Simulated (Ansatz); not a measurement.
# C3H5NO (methoxyacetonitrile): levels of theory compared

Wanted: a comparison of 6 runs (HF/STO-3G, HF/3-21G, HF/def2-SVP, PBE/def2-SVP, PBE0/def2-SVP, CAM-B3LYP/6-31+G*) of C3H5NO (methoxyacetonitrile). 

Program for the calculation: Ansatz 0.2.0.

1 further run of the same task is left out (set aside as unsound or not needed).

## Step 1: The structure to begin with

C3H5NO: 10 atoms, total charge 0, spin state singlet. SMILES: `COCC#N`. The shape is that of a PBE0-D4/def2-TZVP optimisation. This is one conformer, not always the lowest.

Bond lengths: C1–O2 1.410 Å, O2–C3 1.392 Å, C3–C4 1.471 Å, C4–N5 1.149 Å, C1–H6 1.089 Å, C1–H7 1.096 Å, C1–H8 1.098 Å, C3–H9 1.092 Å, C3–H10 1.100 Å. Some angles: C1–O2–C3 113.3°, O2–C3–C4 113.0°, C3–C4–N5 179.1°, O2–C1–H6 106.8°, O2–C1–H7 111.5°, O2–C1–H8 111.1°, O2–C3–H9 107.5°, O2–C3–H10 111.9°, C4–C3–H9 108.5°, C4–C3–H10 107.8°.

## Step 2: Energy and forces at HF/STO-3G (run 1)

File in.yaml:

```yaml
crystal:
  periodic: [false, false, false]
  atoms:
    - {symbol: C, position_ang: [-1.341100, 0.199110, 0.152100]}
    - {symbol: O, position_ang: [-0.473260, -0.302690, -0.840000]}
    - {symbol: C, position_ang: [0.797320, -0.604320, -0.357810]}
    - {symbol: C, position_ang: [1.540660, 0.584770, 0.085690]}
    - {symbol: "N", position_ang: [2.106760, 1.520210, 0.439110]}
    - {symbol: H, position_ang: [-2.304540, 0.364860, -0.326950]}
    - {symbol: H, position_ang: [-0.975200, 1.147050, 0.563190]}
    - {symbol: H, position_ang: [-1.463610, -0.521860, 0.970710]}
    - {symbol: H, position_ang: [1.353170, -1.076370, -1.170700]}
    - {symbol: H, position_ang: [0.759830, -1.310760, 0.484670]}
basis:
  gaussian:
    orbitals: STO-3G
hamiltonian:
  xc: hf
accuracy: high
output: {forces: true, orbitals: {seedname: orbitals}}
```

On the command line:

```console
$ ansatz run in.yaml --threads 1 --pin off --max-ram 2610MiB --events-out events.jsonl --progress --plain --runs-dir runs
```

What it wrote:

```text
Warning: RAYON_NUM_THREADS=1 ignored (pool sized by the plan → 1); use --threads N
Functional definition: HF
  name "HF"
  exchange = exact_x
  correlation = 0
625 factors; integrals over basis functions are off by at most 1.9e-9 eV
mean field evaluation 1: about -6598.5350 eV, gradient 4.0e1 eV
mean field evaluation 2: about -6598.7642 eV, gradient 4.0e1 eV
mean field evaluation 4: about -6603.4505 eV, gradient 3.4e0 eV
mean field evaluation 8: about -6603.4963 eV, gradient 7.1e-2 eV
mean field -6603.49635538 eV, -242.6740150498 hartree, gradient 2.5e-8 eV, S^2 0.000000; 0 other end points of the search recorded, 0 dependent functions left out
the calculation of the forces begins
reference -6603.49635538 eV, -242.6740150498 hartree; 19, 19 occupied and 11, 11 virtual orbitals, 625 factors
Total energy: -6603.49635538 eV, -242.6740150498 hartree
Atom 0 at    -1.341100     0.199110     0.152100 Å, force    -0.203675     0.193937     0.943288 eV/Å
Atom 1 at    -0.473260    -0.302690    -0.840000 Å, force    -1.294910    -0.112382    -2.091166 eV/Å
Atom 2 at     0.797320    -0.604320    -0.357810 Å, force     0.768498    -1.251056     0.721014 eV/Å
Atom 3 at     1.540660     0.584770     0.085690 Å, force     0.462379     0.459884     0.223778 eV/Å
Atom 4 at     2.106760     1.520210     0.439110 Å, force     0.468145     0.743689     0.263090 eV/Å
Atom 5 at    -2.304540     0.364860    -0.326950 Å, force    -0.128962     0.045565     0.013422 eV/Å
Atom 6 at    -0.975200     1.147050     0.563190 Å, force    -0.147824    -0.033545     0.085518 eV/Å
Atom 7 at    -1.463610    -0.521860     0.970710 Å, force    -0.091983     0.171523     0.010489 eV/Å
Atom 8 at     1.353170    -1.076370    -1.170700 Å, force     0.080310    -0.140904    -0.159933 eV/Å
Atom 9 at     0.759830    -1.310760     0.484670 Å, force     0.088022    -0.076710    -0.009499 eV/Å
Dipole moment:    -0.279311    -0.440272     0.079538 e Å
```

It took 0.82 s on 1 thread of Arm Neoverse V1, shared host; peak memory 0.28 GiB.

## Step 3: Energy and gradient at HF/3-21G (run 2)

Edit in.yaml of step 2 so:

```diff
@@ -14,6 +14,4 @@
 basis:
-  gaussian:
-    orbitals: STO-3G
-hamiltonian:
-  xc: hf
+  gaussian: {orbitals: 3-21G.json}
+hamiltonian: {xc: hf}
 accuracy: high
```

The basis set 3-21G is read from a file made from the Basis Set Exchange's data (not shown).

On the command line:

```console
$ ansatz run in.yaml --threads 1 --pin off --max-ram 2610MiB --events-out events.jsonl --progress --plain --runs-dir runs
```

What it wrote:

```text
Warning: RAYON_NUM_THREADS=1 ignored (pool sized by the plan → 1); use --threads N
[... 4 set-up lines as earlier in the session ...]
1315 factors; integrals over basis functions are off by at most 7.5e-9 eV
mean field evaluation 1: about -6647.5198 eV, gradient 3.5e1 eV
mean field evaluation 2: about -6648.0428 eV, gradient 3.5e1 eV
mean field evaluation 4: about -6651.0875 eV, gradient 3.6e0 eV
mean field evaluation 8: about -6651.1425 eV, gradient 3.6e-1 eV
mean field evaluation 16: about -6651.1432 eV, gradient 2.5e-8 eV
mean field -6651.14320030 eV, -244.4250043042 hartree, gradient 3.1e-8 eV, S^2 0.000000; 0 other end points of the search recorded, 0 dependent functions left out
the calculation of the forces begins
reference -6651.14320030 eV, -244.4250043042 hartree; 19, 19 occupied and 36, 36 virtual orbitals, 1315 factors
Total energy: -6651.14320030 eV, -244.4250043042 hartree
Atom 0 at    -1.341100     0.199110     0.152100 Å, force    -1.220681     0.579958     0.856895 eV/Å
Atom 1 at    -0.473260    -0.302690    -0.840000 Å, force    -0.225556    -0.098147    -0.816727 eV/Å
Atom 2 at     0.797320    -0.604320    -0.357810 Å, force     1.443022    -0.916149     0.122738 eV/Å
Atom 3 at     1.540660     0.584770     0.085690 Å, force     0.779959     1.309805     0.540124 eV/Å
Atom 4 at     2.106760     1.520210     0.439110 Å, force    -0.723364    -1.227531    -0.481422 eV/Å
Atom 5 at    -2.304540     0.364860    -0.326950 Å, force     0.316708    -0.043909     0.209888 eV/Å
Atom 6 at    -0.975200     1.147050     0.563190 Å, force    -0.168420    -0.384732    -0.124418 eV/Å
Atom 7 at    -1.463610    -0.521860     0.970710 Å, force     0.031582     0.301051    -0.269027 eV/Å
Atom 8 at     1.353170    -1.076370    -1.170700 Å, force    -0.234481     0.161800     0.317607 eV/Å
Atom 9 at     0.759830    -1.310760     0.484670 Å, force     0.001229     0.317854    -0.355659 eV/Å
Dipole moment:    -0.339376    -0.526608     0.140064 e Å
```

Run time: 1.4 s. Hardware: 1 thread of Arm Neoverse V1, shared host; peak memory 0.28 GiB.

Runs 3 to 5 aren't shown in full; the table further down has their settings and results.

## Step 4: Energy and forces at CAM-B3LYP/6-31+G(d) (spherical functions) (run 6)

Edit in.yaml of step 3 so:

```diff
@@ -7,3 +7,3 @@
     - {symbol: C, position_ang: [1.540660, 0.584770, 0.085690]}
-    - {symbol: "N", position_ang: [2.106760, 1.520210, 0.439110]}
+    - {symbol: N, position_ang: [2.106760, 1.520210, 0.439110]}
     - {symbol: H, position_ang: [-2.304540, 0.364860, -0.326950]}
@@ -14,4 +14,5 @@
 basis:
-  gaussian: {orbitals: 3-21G.json}
-hamiltonian: {xc: hf}
+  gaussian: {orbitals: 6-31+G_st_-spherical.json}
+total_charge: 0
+hamiltonian: {xc: {name: CAM-B3LYP}}
 accuracy: high
```

The basis set 6-31+G* is read from a file made from the Basis Set Exchange's data (not shown).

On the command line:

```console
$ ansatz run in.yaml --threads 1 --pin off --max-ram 2610MiB --events-out events.jsonl --progress --plain --runs-dir runs
```

What it wrote:

```text
Warning: RAYON_NUM_THREADS=1 ignored (pool sized by the plan → 1); use --threads N
Functional definition: CAM-B3LYP
  name "CAM-B3LYP"
  parameter alpha = 0.19
  parameter beta = 0.46
  parameter omega = 0.33/bohr
  parameter ac = 0.81
  exchange = (1 - alpha - beta)*b88_x + beta*b88_x_sr(omega) + alpha*exact_x + beta*exact_x_lr(omega)
  correlation = (1 - ac)*vwn5_c + ac*lyp_c
2242 factors; integrals over basis functions are off by at most 3.0e-9 eV
508 factors; integrals over basis functions are off by at most 2.4e-9 eV
mean field evaluation 1: about -6719.3435 eV, gradient 5.1e1 eV
mean field evaluation 2: about -6717.2651 eV, gradient 6.3e1 eV
mean field evaluation 4: about -6724.9432 eV, gradient 3.3e0 eV
mean field evaluation 8: about -6725.2390 eV, gradient 2.8e-1 eV
mean field evaluation 16: about -6725.2392 eV, gradient 4.6e-5 eV
mean field -6725.23920062 eV, -247.1479820919 hartree, gradient 5.6e-8 eV, S^2 0.000000; 0 other end points of the search recorded, 0 dependent functions left out
the calculation of the forces begins
reference -6725.23922245 eV, -247.1479828943 hartree; 19, 19 occupied and 81, 81 virtual orbitals, 2242 factors
Total energy: -6725.23922245 eV, -247.1479828943 hartree
Atom 0 at    -1.341100     0.199110     0.152100 Å, force    -0.192170     0.087830     0.127950 eV/Å
Atom 1 at    -0.473260    -0.302690    -0.840000 Å, force    -0.055472    -0.027903    -0.133055 eV/Å
Atom 2 at     0.797320    -0.604320    -0.357810 Å, force     0.162018    -0.289327    -0.040955 eV/Å
Atom 3 at     1.540660     0.584770     0.085690 Å, force    -0.211764    -0.325121    -0.149890 eV/Å
Atom 4 at     2.106760     1.520210     0.439110 Å, force     0.389197     0.615943     0.238154 eV/Å
Atom 5 at    -2.304540     0.364860    -0.326950 Å, force    -0.050591     0.004334    -0.038342 eV/Å
Atom 6 at    -0.975200     1.147050     0.563190 Å, force     0.019007     0.046421    -0.001682 eV/Å
Atom 7 at    -1.463610    -0.521860     0.970710 Å, force     0.004012    -0.054959     0.025439 eV/Å
Atom 8 at     1.353170    -1.076370    -1.170700 Å, force    -0.016815    -0.022295    -0.035923 eV/Å
Atom 9 at     0.759830    -1.310760     0.484670 Å, force    -0.047421    -0.034923     0.008305 eV/Å
Dipole moment:    -0.376803    -0.557915     0.074370 e Å
```

Wall time 16 s (1 thread of Arm Neoverse V1, shared host); peak memory 0.39 GiB.

## Step 5: The series

| run | level | energy (Eh) | dipole moment (D) | HOMO energy (eV) | LUMO energy (eV) | wall time |
| --- | --- | --- | --- | --- | --- | --- |
| 1 | HF/STO-3G | -242.674015 | 2.53 | -10.08 | 9.22 | 0.82 s |
| 2 | HF/3-21G | -244.425004 | 3.08 | -12.28 | 5.01 | 1.4 s |
| 3 | HF/def2-SVP | -245.605247 | 3.26 | -12.64 | 4.28 | 6.3 s |
| 4 | PBE/def2-SVP | -246.773343 | 2.95 | -6.57 | -0.75 | 9.6 s |
| 5 | PBE0/def2-SVP | -246.787061 | 3.05 | -8.31 | 0.35 | 12 s |
| 6 | CAM-B3LYP/6-31+G* (spherical functions) | -247.147983 | 3.25 | -9.96 | 0.63 | 16 s |

## Step 6: Results

| quantity | value |
| --- | --- |
| run 6: total energy | -247.14798 Eh |
| run 6: dipole moment | 3.25 D |
| run 6: HOMO energy | -9.96 eV |
| run 6: LUMO energy | 0.63 eV |
| run 6: HOMO–LUMO gap | 10.59 eV |
| run 6: largest force on an atom | 0.767 eV/Å |

**Reading.** The dipole moment (its size) runs from 2.53 D (HF/STO-3G) to 3.26 D (HF/def2-SVP). The HOMO–LUMO gap runs from 5.83 eV (PBE/def2-SVP) to 19.29 eV (HF/STO-3G). The two ends differ in method and basis. Totals of different functionals can't be ranked against each other. In run 1 the basis is minimal, so the values are rough. All runs together took 46 s, the longest 16 s.
